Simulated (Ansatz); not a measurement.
# CH₄Mg: ionisation energy by level of theory

How much energy removes an electron from CH₄Mg at fixed geometry? The cation is run at each level and the neutral's energy taken from earlier runs.

The runs use Ansatz 0.2.0, Gaussian basis; unrestricted cation, the program's frozen cores in correlated methods.

Levels to be run: UKS PBE-D4/def2-TZVPP; UKS r2SCAN-D4/def2-TZVPP; UKS PBE0-D4/def2-TZVPP; UKS B3LYP-D4/def2-TZVPP; UKS wB97X-V/def2-TZVPP; UKS wB97M-V/def2-TZVPP; UKS B2PLYP/def2-TZVPP; UHF-CCSD(T)/def2-TZVPP; UHF-MP2/def2-QZVPP; extrapolation to the limit; then −ε(HOMO) from the neutral's earlier runs with LDA (SPW92), PBE-D4, revPBE-D4, BLYP-D4, r2SCAN-D4, B97M-V, PBE0-D4, B3LYP-D4, r2SCANh-D4, r2SCAN0-D4, HSE06-D4, BHLYP-D4, CAM-B3LYP-D4, LC-ωPBE, ωB97X-V, ωB97M-V.

**1. The relaxed structure**

The geometry comes from an earlier relaxation with PBE0-D4 in a triple-zeta def2 set; it is a stationary point.

SMILES `[CH3][MgH]`, 6 atoms, charge 0, spin multiplicity 1.

Atoms are counted from 1 here; the program's logs count them from 0.

Bond lengths: C1–Mg2 2.083 Å, C1–H3 1.095 Å, C1–H4 1.095 Å, C1–H5 1.095 Å, Mg2–H6 1.710 Å. Angles: Mg2–C1–H3 111.9°, Mg2–C1–H4 111.9°, Mg2–C1–H5 111.9°, H3–C1–H4 106.9°, H3–C1–H5 106.9°, H4–C1–H5 106.9°, C1–Mg2–H6 180.0°.

**2. Cation, UKS PBE-D4/def2-TZVPP**

File in.yaml:

```yaml
crystal:
  periodic: [false, false, false]
  atoms:
    - {symbol: C, position_ang: [-0.170528, -0.507495, -0.575402]}
    - {symbol: Mg, position_ang: [0.306674, 0.827573, 0.950399]}
    - {symbol: H, position_ang: [-0.684057, -0.011680, -1.405917]}
    - {symbol: H, position_ang: [-0.829680, -1.308977, -0.225496]}
    - {symbol: H, position_ang: [0.721400, -0.986981, -0.992344]}
    - {symbol: H, position_ang: [0.698191, 1.923659, 2.202559]}
basis:
  gaussian: {orbitals: def2-TZVPP}
total_charge: 1
magnetization: {spin_polarized: true, initial_magnetization: 1}
hamiltonian: {xc: pbe, dispersion: d4}
```

Started as:

```bash
ansatz run in.yaml --threads 4 --pin off --events-out ev --progress --plain --max-ram 10444MiB
```

Further steps of the session: Cation, UKS r2SCAN-D4/def2-TZVPP; Cation, UKS PBE0-D4/def2-TZVPP; Cation, UKS B3LYP-D4/def2-TZVPP; Cation, UKS wB97X-V/def2-TZVPP; Cation, UKS wB97M-V/def2-TZVPP; Cation, UKS B2PLYP (frozen core)/def2-TZVPP; Cation, UHF-CCSD(T)/def2-TZVPP; Cation, UHF-MP2/def2-QZVPP.

Q: Predict the results of all the runs planned. Wanted: ionisation energy, CCSD(T)/CBS; nearest functional by difference; nearest −ε(HOMO); −ε(HOMO) of PBE; T1 of the cation.

As calculated:

| quantity | value |
| --- | --- |
| ionisation energy, CCSD(T)/CBS | 9.28 eV |
| nearest functional by difference | ωB97X-V (-0.08 eV) |
| nearest −ε(HOMO) | ωB97X-V (-0.14 eV) |
| −ε(HOMO) of PBE | 5.62 eV |
| T1 of the cation | 0.032 |

**Reading.** By cation minus neutral, the functionals miss by 0.48 eV at most. −ε(HOMO) of PBE misses by 3.7 eV, since self-interaction lifts the level. Among orbital estimates ωB97X-V comes nearest. Hartree-Fock falls 1.18 eV short, as the neutral has more correlation energy than the cation. The cation's T1 (from the report) is 0.032, near the customary mark of 0.045 for open shells, so the coupled-cluster value is less safe. The cation may have settled in a state other than its lowest; no search over hole states beyond the program's own was made. Correlated methods include outer-core shells of Mg, which these sets cover unevenly.
